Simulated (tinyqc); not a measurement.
Pariser-Parr-Pople SCF with singles CI, for the molecule C=CC=CC=C (SMILES; centres numbered as the heavy atoms are written), step by step. One step of it, computed by the program tinyqc.

Problem. Iteration 1: Fock matrix. F_rr = H_rr + P_rr gamma_rr / 2 + sum_(s != r) P_ss gamma_rs; F_rs = H_rs - P_rs gamma_rs / 2; E = tr P (H + F) / 2 + core repulsion sum_(r<s) z_r z_s gamma_rs.

P at the start, lower triangle:
```
           1C         2C         3C        4C        5C        6C
1C   1.000000
2C   0.871119   1.000000
3C   0.000000   0.483435   1.000000
4C  -0.387685   0.000000   0.784851  1.000000
5C   0.000000  -0.086268   0.000000  0.483435  1.000000
6C   0.301417   0.000000  -0.387685  0.000000  0.871119  1.000000
```

core matrix H (eV), lower triangle:
```
            1C          2C          3C          4C          5C          6C
1C  -32.800144
2C   -2.470000  -38.042633
3C    0.000000   -2.470000  -40.413803
4C    0.000000    0.000000   -2.470000  -40.413803
5C    0.000000    0.000000    0.000000   -2.470000  -38.042633
6C    0.000000    0.000000    0.000000    0.000000   -2.470000  -32.800144
```

repulsion gamma_rs (eV), lower triangle:
```
           1C         2C         3C         4C         5C         6C
1C  11.130000
2C   7.554319  11.130000
3C   5.238816   7.551683  11.130000
4C   3.670169   5.238816   7.554319  11.130000
5C   2.868553   3.669262   5.238816   7.551683  11.130000
6C   2.308288   2.868553   3.670169   5.238816   7.554319  11.130000
```

Centres (angstrom, eV; a flat drawing with bonds scaled to 1.40 angstrom):
```
centre          x          y  core charge z          W   gamma_rr
1C      -3.045000  -0.196000              1  11.160000  11.130000
2C      -1.799000   0.442000              1  11.160000  11.130000
3C      -0.623000  -0.319000              1  11.160000  11.130000
4C       0.623000   0.319000              1  11.160000  11.130000
5C       1.799000  -0.442000              1  11.160000  11.130000
6C       3.045000   0.196000              1  11.160000  11.130000
```

Give: F; pi energy.

Solution.

F (eV), lower triangle:
```
         1C       2C       3C       4C       5C       6C
1C  -5.5950
2C  -5.7604  -5.5950
3C   0.0000  -4.2954  -5.5950
4C   0.7114   0.0000  -5.4345  -5.5950
5C   0.0000   0.1583   0.0000  -4.2954  -5.5950
6C  -0.3479   0.0000   0.7114   0.0000  -5.7604  -5.5950
```

pi energy = -78.0195 eV
